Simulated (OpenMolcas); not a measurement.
# AlCl (SMILES [Al][Cl]): levels of theory compared

Wanted: a comparison of 6 runs (B2PLYP/STO-3G, B3LYP/STO-3G, M06-2X/STO-3G, PBE/STO-3G, PBE0/STO-3G, r2SCAN/STO-3G) of AlCl. 

Program for the calculation: OpenMolcas 26.06.

## Step 1: Starting point

The species is AlCl (2 atoms), meant as a singlet with charge 0. As SMILES, `[Al][Cl]`. The Al1–Cl2 distance was set to 2.663 Å, away from the relaxed value.

Bond lengths: Al1–Cl2 2.663 Å.

## Step 2: The energy at B2PLYP/STO-3G (run 1)

Input file input.xyz:

```xyz
2

Al     0.000000     0.000000    -0.532487
Cl     0.000000     0.000000     2.130113
```

Input file mol.input:

```
* AlCl Kohn-Sham DFT

&gateway
  baslib=$CurrDir
  coord=input.xyz
  basis=STO-3G
  group=NoSym

&seward
  gridinput
  Grid=UltraFine
  End of Grid

&scf
  ksdft=B2PLYP_SCF
  thresholds=1e-10 1e-07 1e-07 1e-05
  prorbitals=1 1

&mbpt2
  frozen=10
```

The basis set STO-3G is read from a file made from the Basis Set Exchange's data (not shown).

Launch:

```
$ export MOLCAS_MEM=1860
$ pymolcas mol.input > mol.log
```

Standard output:

```text
--- Start Module: gateway ---
[...]
--- Stop Module: gateway /rc=_RC_ALL_IS_WELL_ ---
[...]
      Basis functions           18
[...]
--- Start Module: scf ---
[...]
       Convergence after   8 Iterations
[...]
::    Total KS-DFT energy                            -694.3995881023
[...]
      Total spin, S                                     0.0000000000
[...]
      Total electronic charge=   30.000000
      Total            charge=   -0.000000
[...]
      Dipole Moment (debye):
      Origin of the operator (angstrom)=    0.0000    0.0000    0.9705
                   X= -1.4919E-16               Y= -8.7259E-16               Z= -7.6392E+00           Total=  7.6392E+00
      Quadrupole Moment (debye*angstrom):
[...]
--- Stop Module: scf /rc=_RC_ALL_IS_WELL_ ---
[...]
--- Start Module: mbpt2 ---
[...]
 ###    WARNING: MP2 implementation intended for RHF references only         ###
 ###############################################################################
MBPT2 WARNING: Reference function according to RunFile:KS-DFT
I'll assume you know what you're doing and continue
WARNING!
Default frozen orbitals as non valence orbitals is overwritten by user input.
Default values:   7
[...]
       Reference weight ( Cref**2 )         =        0.96035
::    Total MBPT2 energy                             -694.4358350396
[...]
      Total MBPT2 calculations                           0.03      0.04
--- Stop Module: mbpt2 /rc=_RC_ALL_IS_WELL_ ---
[...]
```

Wall time 2.5 s (1 thread of Arm Neoverse V1, shared host); peak memory 0.37 GiB.

## Step 3: A single-point energy at B3LYP/STO-3G (run 2)

input.xyz is that of step 2.

Input file mol.inp:

```
* AlCl Kohn-Sham DFT

&GATEWAY
 BasLib
 $CurrDir
 Coord
 input.xyz
 Basis
 STO-3G
 Group
 NoSym

&SEWARD
 GridInput
 Grid=UltraFine
 End of Grid

&SCF
 KSDFT
 B3LYP
 Thresholds
 1e-10 1e-07 1e-07 1e-05
 PrOrbitals
 1 1
```

The basis set STO-3G is read from a file made from the Basis Set Exchange's data (not shown).

Launch:

```
$ export MOLCAS_MEM=1860
$ pymolcas mol.inp > mol.log
```

Standard output:

```text
--- Start Module: gateway ---
[...]
--- Stop Module: gateway /rc=_RC_ALL_IS_WELL_ ---
--- Start Module: seward ---
[...]
      Basis functions           18
--- Stop Module: seward /rc=_RC_ALL_IS_WELL_ ---
--- Start Module: scf ---
[...]
       Convergence after  11 Iterations
[...]
::    Total KS-DFT energy                            -694.6953135389
[...]
      Total spin, S                                     0.0000000000
[...]
      Total electronic charge=   30.000000
      Total            charge=   -0.000000
[...]
      Dipole Moment (debye):
      Origin of the operator (angstrom)=    0.0000    0.0000    0.9705
                   X=  1.6620E-15               Y=  3.3341E-15               Z= -7.1000E+00           Total=  7.1000E+00
      Quadrupole Moment (debye*angstrom):
[...]
--- Stop Module: scf /rc=_RC_ALL_IS_WELL_ ---
[...]
```

Wall time 2.9 s (1 thread of Arm Neoverse V1, shared host); peak memory 0.37 GiB.

## Step 4: A single-point energy at M06-2X/STO-3G (run 3)

input.xyz is that of step 3.

Input file mol.input:

```
* AlCl Kohn-Sham DFT
>>> EXPORT MOLCAS_PRINT=2

&GATEWAY
  BasLib = $CurrDir
  Coord = input.xyz
  Basis = STO-3G
  Group = NoSym

&SEWARD
  GridInput
  Grid=UltraFine
  End of Grid

&SCF
  KSDFT = M062X
  Thresholds = 1e-10 1e-07 1e-07 1e-05
  PrOrbitals = 1 1
```

The basis set STO-3G is read from a file made from the Basis Set Exchange's data (not shown).

Launch:

```
$ export MOLCAS_MEM=1860
$ pymolcas mol.input > mol.log
```

Standard output:

```text
--- Start Module: gateway ---
[...]
--- Stop Module: gateway /rc=_RC_ALL_IS_WELL_ ---
--- Start Module: seward ---
[...]
      Basis functions           18
--- Stop Module: seward /rc=_RC_ALL_IS_WELL_ ---
--- Start Module: scf ---
[...]
       Convergence after   9 Iterations
[...]
::    Total KS-DFT energy                            -694.7317221928
[...]
      Total spin, S                                     0.0000000000
[...]
      Total electronic charge=   30.000000
      Total            charge=   -0.000000
[...]
      Dipole Moment (debye):
      Origin of the operator (angstrom)=    0.0000    0.0000    0.9705
                   X= -2.5749E-16               Y= -7.2676E-16               Z= -7.6022E+00           Total=  7.6022E+00
      Quadrupole Moment (debye*angstrom):
[...]
--- Stop Module: scf /rc=_RC_ALL_IS_WELL_ ---
[...]
```

Wall time 2.8 s (1 thread of Arm Neoverse V1, shared host); peak memory 0.37 GiB.

Runs 4 to 5 aren't shown in full; the table further down has their settings and results.

## Step 5: The energy at r2SCAN/STO-3G (run 6)

input.xyz is that of step 4.

Input file mol.inp:

```
* AlCl Kohn-Sham DFT

&GATEWAY
 BASLIB=$CurrDir
 COORD=input.xyz
 BASIS=STO-3G
 GROUP=NoSym

&SEWARD
 GRIDINPUT
 Grid=UltraFine
 End of Grid

&SCF
 KSDFT=2
 1.0 MGGA_X_R2SCAN
 1.0 MGGA_C_R2SCAN
 THRESHOLDS=1e-10 1e-07 1e-07 1e-05
 PRORBITALS=1 1
```

The basis set STO-3G is read from a file made from the Basis Set Exchange's data (not shown).

Launch:

```
$ export MOLCAS_MEM=1860
$ pymolcas mol.inp > mol.log
```

Standard output:

```text
--- Start Module: gateway ---
[...]
--- Stop Module: gateway /rc=_RC_ALL_IS_WELL_ ---
--- Start Module: seward ---
[...]
      Basis functions           18
--- Stop Module: seward /rc=_RC_ALL_IS_WELL_ ---
--- Start Module: scf ---
[...]
       Convergence after  11 Iterations
[...]
::    Total KS-DFT energy                            -694.6548497045
[...]
      Total spin, S                                     0.0000000000
[...]
      Total electronic charge=   30.000000
      Total            charge=   -0.000000
[...]
      Dipole Moment (debye):
      Origin of the operator (angstrom)=    0.0000    0.0000    0.9705
                   X= -1.2284E-15               Y=  3.4197E-15               Z= -6.9561E+00           Total=  6.9561E+00
      Quadrupole Moment (debye*angstrom):
[...]
--- Stop Module: scf /rc=_RC_ALL_IS_WELL_ ---
[...]
```

It took 3 s on 1 thread of Arm Neoverse V1, shared host; peak memory 0.37 GiB.

## Step 6: Overview of the runs

```csv
run,level,frozen core orbitals,energy (Eh),dipole moment (D),HOMO energy (eV),LUMO energy (eV),wall time
1,B2PLYP/STO-3G,10,-694.409375,7.64,-4.22,4.52,2.5 s
2,B3LYP/STO-3G,–,-694.695314,7.10,-2.85,2.76,2.9 s
3,M06-2X/STO-3G,–,-694.731722,7.60,-4.29,4.01,2.8 s
4,PBE/STO-3G,–,-694.339720,6.72,-1.82,2.03,2.8 s
5,PBE0/STO-3G,–,-694.447904,7.22,-3.14,3.00,2.5 s
6,r2SCAN/STO-3G,–,-694.654850,6.96,-2.11,2.21,3 s
```

## Step 7: Results

```
            quantity          value
 run 6: total energy  -694.65485 Eh
run 6: dipole moment         6.96 D
  run 6: HOMO energy       -2.11 eV
  run 6: LUMO energy        2.21 eV
run 6: HOMO–LUMO gap        4.33 eV
```

In words: The dipole moment (its size) runs from 6.72 D (PBE/STO-3G) to 7.64 D (B2PLYP/STO-3G). A double hybrid's value is that of its SCF part. The HOMO–LUMO gap runs from 3.85 eV (PBE/STO-3G) to 8.74 eV (B2PLYP/STO-3G). For B2PLYP the log adds the whole second-order term; the table takes 0.27 of it, as the functional is defined. Totals of different functionals can't be ranked against each other. In runs 1, 2, 3, 4, 5, 6 the basis is minimal, so the values are rough. All runs together took 16 s, the longest 3 s.
